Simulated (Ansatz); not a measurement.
# Equilibrium lattice constant a of some cubic transition metals

Method: revPBE (Ansatz, an electronic-structure program, PAW). References are measured values corrected to a static lattice. The table is a random draw of 8 from 14 solids with such references.

Values in Å.

```
solid   reference  revPBE  error (%)
------  ---------  ------  ---------
bcc Ta      3.299   3.333      +1.03
fcc Pd      3.876   3.969      +2.40
fcc Rh      3.794   3.847      +1.40
fcc Au      4.062   4.187      +3.08
bcc Fe      2.853   2.852      -0.04
bcc Mo      3.141   3.171      +0.96
fcc Ni      3.508   3.543      +1.00
bcc W        3.16       ?          ?
```

Task: Estimate the withheld revPBE value.

Result: The errors of the other rows run from -0.04 % to +3.08 %, with a median of +1.03 %; carried to the reference 3.160 it gives 3.193 Å. The run gives 3.193 Å (+1.04 %), 0.00 % from the estimate; the row was drawn at random, and such an estimate is rough. Over these 8 solids the mean error is +1.36 %, the mean absolute error 1.37 % (median 1.04 %), and the worst case fcc Au at +3.08 %; the value is above the reference in 7 of 8 cases. Over all 14, from unrounded values, the mean error is +1.36 % and the mean absolute error 1.39 % (median 1.04 %). Caveats on values not shown: the commensurate order stands in for chromium's spin-density wave, and the size of the moments varies much between levels (1).

All these references are brought to a static lattice.

Spin–orbit coupling is left out, also for the solids with elements from indium on (bcc Ta, fcc Au, bcc W); its size isn't shown.

Differences are worked out from the printed values.

Ansatz's density-functional and Hartree–Fock values are scalar-relativistic unless marked +SOC, with PAW data made under PBE.

Ansatz's runs of these crystals have no spin polarisation, but for bcc Fe, fcc Ni.

Density-functional runs with spin start from parallel moments for bcc Fe, parallel moments for fcc Ni.

Not in this set, of the transition metals with a reference value in our tables and a result at some level: 11 for a reference at room or unstated temperature; 1 for no value at revPBE (not run, a failed fit, an unstable or unbound cell, or a value held back for tests). These can be a level's best or worst cases. Solids without a released value at any level aren't counted. Layered and molecular crystals are counted apart. The metals Ce to Yb are counted apart.

References as tabulated in Mejia-Rodriguez and Trickey (2018), arXiv:1807.09216.
